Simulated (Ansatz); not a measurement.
`[AlH3]` + `O[SiH3]` → `[AlH3-][OH+][SiH3]` at 298.15 K and 1 bar (adduct formation).

Gas-phase electronic energies from Ansatz, PBE0-D4/def2-TZVP geometries. CCSD(T)/CBS adds triple-zeta CCSD(T) − MP2 to the extrapolated MP2 energy (def2 sets, frozen cores). This one scheme is used for every species.

| species | CCSD(T)/CBS energy (Eh) | H − E (kJ/mol) | S (J/(mol·K)) |
| --- | --- | --- | --- |
| `[AlH3]` | -243.78045 | 58.9 | 207.5 |
| `O[SiH3]` | -366.69042 | 113.6 | 257.8 |
| `[AlH3-][OH+][SiH3]` | -610.50429 | 180.4 | 338.3 |

H − E and S are ideal-gas, rigid-rotor, harmonic terms from PBE0-D4/def2-TZVP. 1 Eh = 2625.50 kJ/mol, R = 8.31446 J/(mol·K).

Problem. By hand: ΔE, ΔH, ΔS and ΔG.

Solution. ΔE = (-610.50429) − (-243.78045) − (-366.69042) = -0.03342 Eh = -87.7 kJ/mol. Δ(H − E) = 180.4 − 58.9 − 113.6 = 7.9, so ΔH = -79.8 kJ/mol. ΔS = 338.3 − 207.5 − 257.8 = -127.0 J/(mol·K). ΔG = -79.8 − 298.15 × (-127.0)/1000 = -41.9 kJ/mol.

Problem. By hand: the equilibrium constant, and the temperature at which ΔG would vanish if ΔH and ΔS stayed fixed.

Solution. log₁₀ K = −ΔG/(RT ln 10) = 7.3. ΔG = 0 at ΔH/ΔS = 628 K.

The number of gas molecules changes by -1, which sets the sign of ΔS. A doubt of 5 kJ/mol in ΔE shifts log₁₀ K by 0.9 here. Modes under 60 cm⁻¹, often nearly free rotors, make the harmonic entropy too high. These are equilibria of isolated gas molecules and say nothing of rates. Largest T1 diagnostic: 0.011 (customary marks: 0.02 for closed shells, 0.045 for open ones).
